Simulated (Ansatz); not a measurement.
Mulliken charges of `N=C(Cl)CO` from ωB97M-V/def2-TZVPP in Ansatz (PBE0-D4/def2-TZVP geometry).

```
atom   x (Å)   y (Å)   z (Å)  charge (e)
  N1   0.762   1.255   0.194      -0.255
  C2   0.669   0.017   0.060       0.073
 Cl3   2.016  -1.097   0.068      -0.064
  C4  -0.660  -0.647  -0.128       0.049
  O5  -1.701   0.274  -0.127      -0.331
  H6   1.710   1.599   0.315       0.134
  H7  -0.784  -1.386   0.676       0.100
  H8  -0.627  -1.208  -1.072       0.100
  H9  -1.297   1.145  -0.002       0.194
```

**Question.** By hand: the dipole of these point charges (1 e Å = 4.8032 D).

**Answer.** Σ q r = (0.093, -0.194, -0.011) e Å, of length 0.215 e Å = 1.03 D.

**Question.** How does the dipole of the full density compare? (An estimate is asked.)

**Answer.** The calculation gave: (0.364, -0.044, 0.028) e Å, 1.77 D; the point charges give 0.58 times that, at 58° from its direction.

Point charges leave out the atoms' own dipoles, such as those of lone pairs, and Mulliken's split depends on the basis, so the two needn't agree.
